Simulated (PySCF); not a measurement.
## Broadened absorption spectrum of P2H4

Species: P2H4.
Atom-mapped SMILES: `[PH2:1][PH2:2]` (hydrogens: H3, H4 on P1; H5, H6 on P2)

Method: TDDFT wB97X-D/def2-SVPD, vertical, gas phase, core orbitals frozen in the response in PySCF 2.14.0, density-fitted response routines. The structure is a single PBE0-D3(BJ)/def2-SVP conformer in the gas phase; no vibrational or solvent corrections. Torsions of this conformer, `[PH2:1][PH2:2]`: H–P1–P2–H 180°, H–P1–P2–H 87°.

Each state is given a Gaussian of 0.5 eV full width at half maximum, with ε(max) = 2.175×10⁸ f / Δν̃ (Δν̃ the width in cm⁻¹). The cross-section is σ = 3.8235×10⁻²¹ ε cm², given in Mb (10⁻¹⁸ cm²). The width is an assumption, not a result. The curve ends short of the highest state used, and states not computed would add to its high-energy end.

(E (eV), σ (Mb)): (5.02, 0.09), (5.10, 0.33), (5.19, 1.14), (5.28, 3.31), (5.37, 8.00), (5.46, 16.15), (5.54, 25.95), (5.63, 37.34), (5.72, 44.90), (5.81, 45.15), (5.89, 39.11), (5.98, 28.37), (6.07, 17.85), (6.16, 10.62), (6.25, 7.18), (6.33, 6.23), (6.42, 5.97), (6.51, 5.41), (6.60, 4.26), (6.68, 2.99), (6.77, 1.70), (6.86, 0.81), (6.95, 0.36), (7.03, 0.25), (7.12, 0.49), (7.21, 1.35), (7.30, 3.29), (7.39, 6.71), (7.47, 10.89), (7.56, 15.85), (7.65, 19.29), (7.74, 19.69), (7.82, 17.49), (7.91, 13.81), (8.00, 11.70), (8.09, 14.07)

Question: Where are the band maxima, and which computed states make them?

Answer: 215 nm (5.77 eV), ε about 12000, made up of S1 (100%); 161 nm (7.71 eV), ε about 5200, made up of S5 (100%) (ε in L mol⁻¹ cm⁻¹; maxima over ε = 5, shares over 10%). At its high-energy end, 8.09 eV, the curve is still rising (ε about 3700, from S5 and S8). The states used: S1 5.77 eV (f 0.223); S2 6.08 eV (f 0.0000); S3 6.40 eV (f 0.0000); S4 6.44 eV (f 0.027); S5 7.70 eV (f 0.096); S6 7.75 eV (f 0.0000); S7 8.30 eV (f 0.0000); S8 8.49 eV (f 0.273); S9 8.54 eV (f 0.025); S10 8.69 eV (f 0.0001).

Question: Coming from long wavelengths, where does ε first pass 100 L mol⁻¹ cm⁻¹?

Answer: At about 243 nm (5.11 eV), 0.66 eV below S1.

Question: On this curve, what absorbance would a 10⁻³ mol/L sample give at 193 nm over a 1 cm path?

Answer: 193 nm is 6.424 eV, where ε is about 1600 L mol⁻¹ cm⁻¹, so A = ε c l ≈ 1.6 (Beer–Lambert, with the gas-phase spectrum and the assumed width).

Question: What would ε be at 5.77 eV, the highest of these maxima, with half the width (0.25 eV)?

Answer: About 24100 L mol⁻¹ cm⁻¹ against 12000, a factor of about 2.00; a lone state at its own centre would give exactly 2.

The vertical ionisation energy (ΔSCF) is 9.15 eV, 0.46 eV above S10.
